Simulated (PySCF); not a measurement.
## SiN under electron impact: the energy ladder

PBE0 in PySCF with def2-TZVP on every atom, for the lowest determinant that a PBE0 search found; no spin–orbit coupling.

```tsv
species	state (unpaired electrons)	Re (Å)	ωe (cm⁻¹)	energy of the minimum from the neutral (eV)	De (eV)	dissociates to
SiN	doublet (σ ↑)	1.564	1197	0.00	4.45	Si + N
SiN⁺	triplet (π ↑↑)	1.785	800	9.95	2.72	Si⁺ + N
```

**Question.** Work out the lowest energy to break SiN into atoms, from its vibrational ground state.

**Answer.** D0 = De − ωe/2 = 4.45 − 0.07 = 4.38 eV (PBE0/def2-TZVP).

**Question.** Work out the ionisation energy of the Si atom at this level and the threshold of dissociative ionisation.

**Answer.** IE(Si) = 9.95 + 2.72 − 4.45 = 8.22 eV, so Si⁺ + N + e⁻ appears at D0 + IE(Si) = 12.60 eV (PBE0/def2-TZVP). The measured IE(Si) is 8.152 eV (NIST ASD).

These are thermodynamic thresholds; the onsets seen under electron impact lie higher where the geometry changes, and cross-sections peak well above them.

For an ion De counts to the pair picked by the measured ionisation energies or electron affinities, which need not be the lowest pair at this level. States were picked by a PBE0 search and need not be the measured ground states.
